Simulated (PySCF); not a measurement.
PySCF input for BF₃, SMILES B(F)(F)F, KT2/pcSseg-2. Coordinates come from a PBE-D3(BJ)/def2-TZVP optimisation. The isomer is the one that the SMILES or the coordinates give; other isomers of the formula were not compared.

```python
import numpy as np
from pyscf import gto, scf, dft
from pyscf.prop.nmr import rks as nmr

mol = gto.M(
    atom='''
    B     0.00000000    0.00000000    0.00000000
    F    -1.32532605    0.00000000    0.00000000
    F     0.66266302    1.14776603    0.00000000
    F     0.66266302   -1.14776603    0.00000000
    ''',
    basis='pcSseg-2',
    charge=0,
    spin=0,
    max_memory=1600,
    verbose=3,
)
mf = dft.RKS(mol, xc='kt2')
mf.grids.level = 3
mf.conv_tol = 1e-10
mf.max_cycle = 100
mf.kernel()
n = nmr.NMR(mf)
n.verbose = 2
n.max_cycle_cphf = 60
sigma = n.kernel()
print('atom   isotropic/ppm   span/ppm')
for i, s in enumerate(sigma):
    w = np.linalg.eigvalsh((s + s.T) / 2)
    print(f'{mol.atom_symbol(i):2s}{i + 1:3d} {w.mean():14.3f} {w[2] - w[0]:11.3f}')
```

Log of the run:

```
converged SCF energy = -329.001443276135
atom   isotropic/ppm   span/ppm
B   1         88.641      19.524
F   2        293.349     188.175
F   3        293.352     188.172
F   4        293.352     188.172
```

Self-consistency was reached.
